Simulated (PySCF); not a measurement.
Nitrogen: a sound run and one with changed settings

Sound run: N [He] 2s2 2p3, N⁺ [He] 2s2 2p2. Computed with PySCF 2.14 in x2c-TZVPall, with scalar relativity by spin-free X2C-1e. In the sound run the correlated levels freeze 1s2. The sound run starts from symmetry-adapted Hartree-Fock orbitals and uses a fine grid where one is needed.

Changed run: all electrons correlated in a basis built for the valence shell.

```csv
species,method,sound run (hartree),changed run (hartree),converged
N,MP2,-54.52692,-54.54427,yes
N,CCSD(T),-54.54525,-54.56329,yes
N⁺,MP2,-53.99196,-54.00888,yes
N⁺,CCSD(T),-54.01473,-54.03230,yes
```

Ionisation energy of N:

```
 method  sound run (eV)  changed run (eV)
    UHF          13.891            13.891
    MP2          14.557            14.569
SCS-MP2          14.304            14.312
   CCSD          14.417            14.431
CCSD(T)          14.436            14.449
```

A valence basis has no tight correlating functions, so it recovers only part of the core correlation, and not evenly between atom and ion.

For comparison, NIST gives 14.534 eV between the lowest levels.
